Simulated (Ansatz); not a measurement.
A calculation with Ansatz (development build ahead of 0.2.0).

```yaml
crystal:
  periodic: [false, false, false]
  atoms:
    - { symbol: H, position_ang: [-0.00985, 0.00111, -1.21511] }
    - { symbol: Cl, position_ang: [-0.00686, 0.00521, 0.07647] }
basis:
  gaussian: { orbitals: def2-TZVP }
hamiltonian:
  xc: hf
```

The input is written out in the form of the current development build from the run's settings.

The run gave:

```json
{
  "Converged": "yes",
  "Total energy": "-460.09773 hartree",
  "Spin squared of the determinant": "0.000"
}
```
